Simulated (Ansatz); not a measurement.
**A ladder of methods for C4H11P (tert-butylphosphine)**

The species is C4H11P (16 atoms), meant as a singlet with charge 0. SMILES: `CC(C)(C)P`. The coordinates come from a PBE0-D4/def2-TZVP relaxation. This is one conformer, not always the lowest.

Each level gives the electronic atomisation energy (eV). The values are calculated. Electronic energies at fixed atoms, without zero-point motion or spin-orbit coupling.

```
                                level                    kind  program  value (eV)
    BLYP/6-31G* (spherical functions)                     GGA   Ansatz       60.78
  revPBE/6-31G* (spherical functions)                     GGA   Ansatz       60.47
  r2SCAN/6-31G* (spherical functions)                meta-GGA   Ansatz       61.54
    PBE0/6-31G* (spherical functions)           global hybrid   Ansatz       61.76
   HSE06/6-31G* (spherical functions)  range-separated hybrid   Ansatz       61.80
 RPA@PBE/6-31G* (spherical functions)                     RPA   Ansatz       55.30
RPA@PBE0/6-31G* (spherical functions)                     RPA   Ansatz       55.67
 BCCD(T)/6-31G* (spherical functions)   coupled cluster or CI   Ansatz       56.02
```

The values span 55.30 to 61.80 eV.
